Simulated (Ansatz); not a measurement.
Reaction (formal loss of a carbene): `C#CCOCF` → `C#COCF` + `[CH2]` (triplet)

Isolated molecules relaxed with PBE0-D4/def2-TZVP in Ansatz; ΔE leaves out vibrations. CCSD(T)/CBS is the MP2 limit (def2-TZVPP, def2-QZVPP) plus CCSD(T) − MP2 in def2-TZVPP, frozen cores. This one scheme is used for every species. DFT in def2-TZVPP. B3LYP here is the variant with VWN-RPA as its local correlation; programs differ in this. Triplets are unrestricted, without spin–orbit coupling. Each species was taken in one conformer, which may not be the lowest.

CCSD(T)/CBS gives +5.00 eV.

(1) Another level gave +4.98 eV. Which?
A. B3LYP-D4/def2-TZVPP
B. PBE0/def2-TZVPP
C. ωB97M-V/def2-TZVPP
D. B3LYP/def2-TZVPP

Largest T1 diagnostic among the species: 0.013.

Answers

(1) C. ωB97M-V 4.98, B3LYP 4.76, B3LYP-D4 4.86, PBE0 4.82 eV.

In def2-TZVPP, CCSD(T) changes the Hartree–Fock value by +1.44 eV (the triples alone add +0.12 eV) and MP2 by +1.57 eV. From PBE to PBE0 (25 % exact exchange), in def2-TZVPP and without D4, ΔE moves by −0.07 eV.
